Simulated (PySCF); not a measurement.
Compound: C₃H₅ (doublet state).
Geometry (PBE0-D3(BJ)/def2-SVP, Å), atoms numbered from 1 in this order:
```xyz
8
C3H5 angstrom
C      0.047    0.926    0.335
C      0.731   -0.342    0.082
C     -0.777   -0.206   -0.089
H      0.182    1.937   -0.051
H      1.360   -0.443   -0.811
H      1.088   -0.934    0.935
H     -1.413   -0.708    0.651
H     -1.199   -0.212   -1.102
```

The species is `[CH]1CC1` [radical].

Computed with PySCF 2.14.0, UKS B3LYP, IGLO-III on C, pcH-1 on H, non-relativistic, mean-field spin-orbit, GIAO. Isolated species at its PBE0-D3(BJ)/def2-SVP geometry, gas phase. The SCF solution wasn't tested for stability.

Question: Where do the isotropic ENDOR lines of C2/C3, H5/H6/H7/H8 and H4 fall at 349.5 mT, to first order?

Answer: For S = 1/2 in fast tumbling each set of equivalent nuclei gives two lines, ν± = |νn ± a/2| to first order, with νn = g_N μN B/h and μN/h = 7.62259 MHz/T.

```json
{"nuclei": "C2/C3", "isotope": "13C", "g_N": "1.4048", "νn (MHz)": "3.74", "a_iso (MHz)": "-19.84", "lower line (MHz)": "6.18", "upper line (MHz)": "13.66"}
{"nuclei": "H5/H6/H7/H8", "isotope": "1H", "g_N": "5.5857", "νn (MHz)": "14.88", "a_iso (MHz)": "73.14", "lower line (MHz)": "21.69", "upper line (MHz)": "51.45"}
{"nuclei": "H4", "isotope": "1H", "g_N": "5.5857", "νn (MHz)": "14.88", "a_iso (MHz)": "-14.95", "lower line (MHz)": "7.40", "upper line (MHz)": "22.36"}
```

The rows for 13C, of low natural abundance, apply to labelled samples.

Question: Which pairs are centred on the nuclear Larmor frequency, and which on half the coupling?

Answer: Centred on νn, since |a| < 2νn: H4. Centred on |a|/2 and split by 2νn: C2/C3 and H5/H6/H7/H8.

Question: At what field would the lower line of C2/C3 fall to zero frequency?

Answer: Where νn = |a|/2, that is B = 9.92 MHz/(1.4048 × 7.62259 MHz/T) = 926 mT, as far as first order holds there.

Class means assume fast exchange of nuclei equivalent by connectivity; if that motion is slow, each nucleus keeps its own coupling. The 1H value of +73.1 MHz is a mean of couplings from 58.8 to 87.5 MHz in this one geometry, not an average over conformers.

The largest Mulliken spin population is on C1 (+0.98). The angles at C1 add up to 329.2°, so it is pyramidal.

Hardware: one thread of an x86-64 server, shared host. Cost: 13 s wall.
